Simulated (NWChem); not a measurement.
# AlH (SMILES [AlH]): B3LYP/6-31G(d) (spherical functions)

What is the energy change on altering one bond length of AlH at B3LYP/6-31G* (spherical functions)? 

The calculation is run with NWChem 7.3.0.

20 further runs of the same task are left out: 20 set aside as unsound or not needed. Runs told in other sessions of the task aren't counted.

### Step 1. The molecule

AlH has 2 atoms, charge 0, and is taken as a singlet. As SMILES, `[AlH]`. The shape is that of a PBE0-D4/def2-TZVP optimisation.

Bond lengths: Al1–H2 1.665 Å.

### Step 2. Energy and gradient at B3LYP/6-31G(d) (spherical functions)

File struct.nw:

```
start struct
title "AlH B3LYP"
memory stack 880 mb heap 220 mb global 1100 mb

geometry units angstrom noautosym nocenter noautoz
 Al    0.000000    0.000000   -0.025640
 H     0.000000    0.000000    1.639110
end

basis spherical bse
 * library 6-31G*
end

dft
 xc b3lyp
 grid xfine
 convergence energy 1e-08
 maxiter 100
 mulliken
end

task dft gradient
```

Run with:

```
nwchem struct.nw > struct.out
```

The log of the run:

```text
[...]
          Wavefunction type:  closed shell.
          No. of atoms     :     2
          No. of electrons :    14
[...]
          Charge           :     0
          Spin multiplicity:     1
[...]
          AO basis - number of functions:    20
[...]
              XC Information
              --------------
                         B3LYP Method XC Potential
                     Hartree-Fock (Exact) Exchange  0.200
                        Slater Exchange Functional  0.800 local
                    Becke 1988 Exchange Functional  0.720 non-local
              Lee-Yang-Parr Correlation Functional  0.810
                  VWN I RPA Correlation Functional  0.190 local
[...]
 d= 0,ls=0.0,diis     1   -242.9721131201 -2.47D+02  2.51D-02  3.64D-02     0.6
[...]
 d= 0,ls=0.0,diis     7   -242.9814055898 -1.24D-11  2.84D-08  5.10D-14     2.1
         Total DFT energy =     -242.981405589767
      One electron energy =     -345.614964441169
           Coulomb energy =      117.477202957086
    Exchange-Corr. energy =      -18.975978832818
 Nuclear repulsion energy =        4.132334727134
[...]
      Total Density - Mulliken Population Analysis
     ---------------------------------------------
    Atom       Charge   Shell Charges
 -----------   ------   -------------------------------------------------------
    1 Al  13    12.82   2.00  2.00  5.96  1.27  0.65  0.62  0.27  0.04
    2 H    1     1.18   0.49  0.69
[...]
  wavefunction    = closed shell
                         DFT ENERGY GRADIENTS
    atom               coordinates                        gradient
                 x          y          z           x          y          z
   1 Al      0.000000   0.000000  -0.048453    0.000000  -0.000000   0.001502
   2 H       0.000000   0.000000   3.097469   -0.000000   0.000000  -0.001502
[...]
```

Run time: 3 s. Hardware: 1 thread of Intel Xeon Platinum 8259CL at 2.50GHz (Skylake/Cascade Lake), shared host; peak memory 0.11 GiB.

### Step 3. The distorted shape: a single-point energy at B3LYP/6-31G(d) (spherical functions)

File job.nw:

```
START job
memory total 2200 mb

GEOMETRY units atomic noautosym nocenter noautoz
  Al   0.00000000   0.00000000  -1.62136612
  H    0.00000000   0.00000000   3.09746899
END

BASIS "ao basis" spherical bse
  * library 6-31G*
END

DFT
  xc b3lyp
  mult 1
  grid xfine
  convergence energy 1e-08
  iterations 100
  mulliken
END

TASK dft
```

Run with:

```
nwchem job.nw > job.out
```

The log of the run:

```text
[...]
          Wavefunction type:  closed shell.
          No. of atoms     :     2
          No. of electrons :    14
[...]
          Charge           :     0
          Spin multiplicity:     1
[...]
          AO basis - number of functions:    20
[...]
              XC Information
              --------------
                         B3LYP Method XC Potential
                     Hartree-Fock (Exact) Exchange  0.200
                        Slater Exchange Functional  0.800 local
                    Becke 1988 Exchange Functional  0.720 non-local
              Lee-Yang-Parr Correlation Functional  0.810
                  VWN I RPA Correlation Functional  0.190 local
[...]
 d= 0,ls=0.0,diis     1   -242.8898219925 -2.46D+02  6.09D-02  8.34D-02     0.6
[...]
 d= 0,ls=0.0,diis     7   -242.9330253821 -7.28D-10  1.85D-07  4.41D-12     2.0
         Total DFT energy =     -242.933025382062
      One electron energy =     -342.448757028241
           Coulomb energy =      115.643097095127
    Exchange-Corr. energy =      -18.882282647145
 Nuclear repulsion energy =        2.754917198198
[...]
      Total Density - Mulliken Population Analysis
     ---------------------------------------------
    Atom       Charge   Shell Charges
 -----------   ------   -------------------------------------------------------
    1 Al  13    12.76   2.00  2.00  5.96  1.38  0.43  0.59  0.40  0.01
    2 H    1     1.24   0.39  0.85
[...]
```

Wall time 2.6 s (1 thread of Intel Xeon Platinum 8259CL at 2.50GHz (Skylake/Cascade Lake), shared host); peak memory 0.11 GiB.

### Step 4. Outcome

Level: B3LYP/6-31G* (spherical functions).

| quantity | value |
| --- | --- |
| first shape: total energy | -242.98141 Eh |
| first shape: dipole moment | 0.21 D |
| first shape: HOMO energy | -5.61 eV |
| first shape: LUMO energy | -1.93 eV |
| first shape: HOMO–LUMO gap | 3.68 eV |
| first shape: largest force on an atom | 0.077 eV/Å |
| distorted shape: total energy | -242.93303 Eh |
| distorted shape: dipole moment | 2.89 D |
| distorted shape: HOMO energy | -5.35 eV |
| distorted shape: LUMO energy | -2.38 eV |
| distorted shape: HOMO–LUMO gap | 2.97 eV |
| energy change with the Al1–H2 bond stretched from 1.665 to 2.497 Å | 1.316 eV |

In words: One bond (distorted shape) is far stretched, which a spin-restricted single reference describes badly; a broken-symmetry solution may lie lower. With the Al1–H2 bond stretched from 1.665 to 2.497 Å the energy rises by 1.32 eV (127 kJ/mol). The first shape isn't relaxed at this level, so the change isn't measured from a minimum. A restricted reference can't describe the breaking bond well at this length.
